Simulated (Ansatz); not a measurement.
**C2H6, singlet: the ladder up to RCCSDTQ**

Geometry: MP2(full)/6-31G*, from the G2/97 set.

| atom | x (Å) | y (Å) | z (Å) |
| --- | --- | --- | --- |
| C | 0.0000 | 0.0000 | 0.7622 |
| C | 0.0000 | 0.0000 | -0.7622 |
| H | 0.0000 | 1.0190 | 1.1572 |
| H | -0.8824 | -0.5095 | 1.1572 |
| H | 0.8824 | -0.5095 | 1.1572 |
| H | 0.0000 | -1.0190 | -1.1572 |
| H | -0.8824 | 0.5095 | -1.1572 |
| H | 0.8824 | 0.5095 | -1.1572 |

Basis 6-31G* (Cartesian d functions); Ansatz 0.2.0. Correlated methods freeze the noble-gas cores, which leaves 14 electrons in 40 orbitals. Prefix R: restricted or restricted open-shell reference. Active spaces: frontier = (8e, 8o) about the gap.

Full CI isn't at hand for all of this; RCCSDTQ serves as the reference, and is uncertain by about the last step of the cluster series.

The UHF ⟨S²⟩ is 0.000, the T1 diagnostic (RCCSD) is 0.0074 and the largest doubles amplitude (RCCSD) is 0.038.

| level | E − E(RCCSDTQ) (mEh) | share of correlation (%) | wall time |
| --- | --- | --- | --- |
| RHF | 306.70 | 0.00 | – |
| RMP2 | 40.50 | 86.80 | – |
| CISD | 31.09 | 89.86 | 1.2 s |
| RCCSD | 7.80 | 97.46 | – |
| RCCSD(T) | 0.85 | 99.72 | 0.42 s |
| BCCD(T) | 0.82 | 99.73 | 0.58 s |
| RCCSDT | 0.23 | 99.93 | – |
| RCCSDT(Q) | -0.02 | 100.01 | 9 s |
| CASSCF (frontier space) | 231.71 | 24.45 | – |
| NEVPT2 (frontier space) | 42.05 | 86.29 | 6.5 s |
| MRCISD (frontier space) | 18.22 | 94.06 | – |
| MRCISD+Q (frontier space) | 1.91 | 99.38 | 9 s |

The correlation energy at RCCSDTQ, counted from RHF, is -8.346 eV. That run took 38 s on 2 threads of AMD EPYC 7R13 with a shared H100 80 GB, shared host.

Times hold each run's SCF and search for its determinant on a shared host, so for small cases they say little of a method's own cost; they ran on 1 thread of AMD EPYC 7R13.

Atomization energy (electronic, same basis, no zero-point term; atoms at the same level, unrestricted beside the R rows where the molecule is a closed shell, with restricted open-shell steps beyond CCSDT(Q)) at RCCSDTQ: 2730.0 kJ/mol. Errors of other levels:

| level | error (kJ/mol) |
| --- | --- |
| RHF | -426.3 |
| RMP2 | -1.1 |
| CISD | -73.1 |
| RCCSD | -14.1 |
| RCCSD(T) | -0.8 |
| BCCD(T) | -0.3 |
| RCCSDT | -0.6 |
| RCCSDT(Q) | -0.1 |

This basis is far from its limit, so the value isn't to be set against a measured one. Truncated CI isn't size-consistent, which counts against it in atomization.
